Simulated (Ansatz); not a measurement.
A made-up structure of AlBH₃, doublet:

B1  (-0.232, -0.831, 0.179)
Al2  (0.291, 1.051, -0.225)
H3  (0.576, 0.751, 1.238)
H4  (0.501, -1.722, -0.141)
H5  (0.708, 2.547, -0.548)
(Å)

It is relaxed with PBE-D4/def2-SVP and then PBE0-D4/def2-TZVP (Ansatz 0.2.0). Atoms count as bonded within 1.22 times the sum of their covalent radii (H–H: 0.88 Å). The end point is not checked to be a true minimum.

Problem. Does its bonding change? (Judge from chemistry; the calculation decides.)

Solution. Computed: Yes. Formed: B1–H3; broken: Al2–H3.

Where it ends: The first stage lowers the energy by 1.87 eV in 14 steps. It ends as AlBH₃ ([BH2][AlH]):
```
atom   x (Å)    y (Å)    z (Å)
  B1  0.3549  -0.4323   0.4870
 Al2  0.3891   1.3595  -0.3880
  H3  0.5553  -0.5127   1.6641
  H4  0.1380  -1.4038  -0.1774
  H5  0.4078   2.7856  -1.0827
```

Labels in which every atom is bracketed show which atoms are joined, not bond orders.

For scale, one of the runs: PBE0-D4/def2-TZVP relaxation, 86 basis functions, launched by `ansatz run in.yaml --threads 2 --pin off --events-out ev --progress --plain --max-ram 4352MiB`. Hardware: 2 CPU threads of an Arm Neoverse V2, shared host. Wall time about 4.6 s.
